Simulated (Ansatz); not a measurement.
System: B20 (FeSi-type) FeSi. Method: revPBE in Ansatz (plane waves, PAW).

Settings: plane-wave cutoff 520 eV, 8×8×8 k mesh, Fermi–Dirac smearing 0.01 eV, no spin polarisation, scalar-relativistic PAW data made under PBE.

Properties against volume:

Shape and atoms are relaxed at each volume.

```csv
V (Å³/atom),P (GPa),direct gap at Γ (eV),smallest gap on the k mesh (eV)
10.700,9.46,0.752,0.170
10.923,4.46,0.728,0.172
11.146,0.00,0.704,0.174
11.369,-3.96,0.682,0.176
11.592,-7.47,0.661,0.178
```

The fundamental gap (0.17 eV at the equilibrium volume, with added k points) lies elsewhere than Γ–Γ.

Measured, for comparison: band gap 0.05 eV (temperature not stated, not corrected to a static lattice, indirect, transport; lower end of the printed range; as tabulated in Tomczak (2018), arXiv:1802.07220).

Note: the bulk modulus comes from volumes at which shape and atoms were relaxed.

Ansatz is a first-principles code.
